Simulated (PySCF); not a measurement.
SO₂F: from structure and modes to constants

These are results of UPBE0 in PySCF with S def2-TZVP, O def2-TZVP, F def2-TZVP; no relativity; density-fitted integrals, not measurements.

The doublet minimum has Cs symmetry. Masses (u): S 31.97207, O 15.99492, F 18.99840.

```xyz
4
charge 0 multiplicity 2, angstrom
S    -0.0283    0.0000   -0.4406
O    -0.7892    1.0867    0.2596
O    -0.7892   -1.0867    0.2596
F     1.3764    0.0000    0.3041
```

Harmonic wavenumbers (cm⁻¹): 309.5 (a'', ×1), 407.7 (a', ×1), 529.3 (a', ×1), 686.9 (a'', ×1), 789.6 (a', ×1), 1133.2 (a', ×1).

**Question.** Find the principal moments of inertia and the rotational constants. What kind of rotor is it?

**Answer.** About the centre of mass I = 47.825, 66.061, 93.79 u Å². With B = 16.8576/I this gives 0.3525, 0.2552, 0.1797 cm⁻¹. The molecule is an asymmetric top with κ = -0.13.

**Question.** What is the harmonic zero-point energy?

**Answer.** Half the sum of all 6 wavenumbers, 3856/2 = 1928 cm⁻¹, which is 23.1 kJ/mol (1 cm⁻¹ = 0.0119627 kJ/mol).

**Question.** Give the standard entropy (298.15 K, 1 bar) by its translational, rotational, vibrational and spin parts, and Cp.

**Answer.** Sackur–Tetrode with M = 82.96 u gives 164.0; rotation with symmetry number 1 gives 100.9; vibration 14.6; spin R ln 2 = 5.8. The total is 285.2 J/(mol K), and Cp = 4 R + 25.4 = 58.7 J/(mol K).

This need not be the most stable arrangement of these atoms.
